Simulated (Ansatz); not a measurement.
For fcc Ag, PBEsol (Ansatz, a first-principles code, PAW) gives:

```
Property                   Result
-------------------  ------------
lattice parameter a       4.054 Å
bulk modulus              119 GPa
cohesive energy      3.09 eV/atom
```

Task: What does r²SCAN0 in Ansatz (plane waves, PAW) give for the same quantities?

Result: 
- lattice constant a: 4.115 Å (increases by 1.5 %)
- bulk modulus: 90.7 GPa (falls by 24 %)
- cohesive energy: 2.58 eV/atom (decreases by 0.51 eV/atom)

For comparison: lattice constant a 4.062 Å (measured, static lattice: zero-point anharmonic expansion removed, our sources range from 4.056 to 4.063; as tabulated in Mejia-Rodriguez and Trickey (2018), arXiv:1807.09216); bulk modulus 110 GPa (measured, corrected for temperature and zero-point phonon effects, our sources range from 104 to 111; as tabulated in Levämäki et al. (2014), arXiv:1402.3671); cohesive energy 2.97 ± 0.008 eV/atom (measured, from 0 K enthalpies of formation; zero-point vibration energy (9/8 kB θD) added; as tabulated in Csonka et al. (2009), arXiv:0903.4037).

Changes are worked out from the printed values.

Unless a cell is named, each level is at its own relaxed cell (PBEsol 16.65, r²SCAN0 17.42 Å³/atom).

Ansatz's density-functional and Hartree–Fock values are scalar-relativistic unless marked +SOC, with PAW data made under PBE.
